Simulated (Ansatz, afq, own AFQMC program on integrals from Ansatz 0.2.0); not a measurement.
AFQMC on a folder of integrals that Ansatz 0.2.0 wrote.

```yaml
crystal:
  periodic: [false, false, false]
  atoms:
    - {symbol: O, position_ang: [0.000000, 0.001105, 0.695061]}
    - {symbol: C, position_ang: [0.000000, 0.009438, -0.660775]}
    - {symbol: H, position_ang: [0.868643, -0.569422, -1.021453]}
    - {symbol: H, position_ang: [0.000000, 1.008845, -1.116196]}
    - {symbol: H, position_ang: [-0.868643, -0.569422, -1.021453]}
basis:
  gaussian: {orbitals: cc-pVDZ}
total_charge: 1
magnetization: {spin_polarized: false}
correlation: {method: ccsd_t, electrons: outside_noble_gas, hamiltonian_folder: ham}
```

```sh
$ ansatz run in.yaml --threads 1 --pin off --events-out ev --progress --plain --max-ram 1382MiB
```

afq runs on the folder ham with

```
--method phaseless --trial hf --walkers 120 --populations 1 --least-time 40 --time-step 0.005 --steps-per-block 20 --equilibration-blocks 112 --max-blocks 600 --target-error 0.00126 --factor-cut 1e-05 --seed 8053 --taylor-order 6
```

Times are imaginary, in 1/Eh. The walk had a cap of 733 s.

afq prints:

```
orbitals 41  electrons 6 6  factors 322 of 386
reference energy -113.96649368 Eh
CCSD correlation -0.33476993 Eh in 17 cycles, weight of the determinant in the CISD state 0.8237
energy of the start -113.966494 Eh
 block  time / (1/Eh)  mean weight  energy / Eh
     1     0.100  1.0007  -114.051686
     2     0.200  0.9988  -114.106263
     3     0.300  1.0019  -114.150967
     4     0.400  0.9995  -114.172665
     5     0.500  1.0001  -114.203990
     7     0.700  1.0042  -114.238052
     9     0.900  1.0028  -114.270285
    18     1.800  0.9976  -114.320523
    52     5.200  0.9975  -114.299724
    86     8.600  1.0016  -114.350664
   120    12.000  1.0005  -114.299813
   154    15.400  1.0014  -114.337139
   188    18.800  0.9984  -114.272362
   222    22.200  1.0019  -114.366674
   256    25.600  1.0025  -114.358788
   273    27.300  0.9950  -114.393849
   290    29.000  1.0024  -114.307142
   324    32.400  1.0004  -114.327916
   358    35.800  0.9990  -114.336960
   392    39.200  0.9984  -114.269901
   426    42.600  0.9977  -114.316611
   460    46.000  1.0005  -114.310265
   494    49.400  1.0011  -114.359773
   528    52.800  1.0035  -114.352486
   562    56.200  1.0015  -114.345097
   596    59.600  0.9986  -114.320107
   630    63.000  1.0012  -114.286787
   664    66.400  0.9974  -114.322806
   698    69.800  1.0014  -114.330705
blocks merged  error / Eh  count
     1  0.001415  600
     2  0.001835  300
     4  0.002327  150
     8  0.002838  75
    16  0.003337  37
    32  0.003276  18
    64  0.003411  9
energy -114.332553 +/- 0.003337 Eh
(rows thinned)
```

The run passed its tests (sampling time, drift between the halves within three errors, error under three times the target), which doesn't prove that it has relaxed.

Against this walk (error 90.8 meV) on the same determinant: CCSD(T) 429.3 meV higher, CCSDT(Q) 212.5 meV higher, a separate phaseless walk with a CISD trial and standard settings 336.9 ± 94.1 meV higher. The error is statistical and leaves out the bias of the constraint. None of these is a sure reference here.

Cautions: constraint bias not in the error; error above the target (90.8 against 34.3 meV); another spin lies lower; restricted determinant unstable towards unrestricted (UHF 1.93 eV lower, ⟨S²⟩ 1.01); strong correlation (T1 0.048, weight of the determinant 0.82, largest double 0.14); CCSDT(Q) on the UHF determinant differs (1.46 eV lower), perhaps since the unrestricted series falls towards higher spin; the bias of populations of 120 walkers isn't removed.

The walk took 3.3 min on 1 thread of Intel(R) Xeon(R) 6975P-C (Granite Rapids), with other jobs on the host. The log's last line is the phaseless energy.

CCSDT and higher add their correlation energy to the determinant of the CCSD(T) run, since their own runs factorise the integrals more tightly (a shift of under 2 meV). A walk keeps the symmetry of its determinant, which the program's search chose and which needn't be the lowest solution, so a lower state of the same spin and another symmetry isn't excluded.
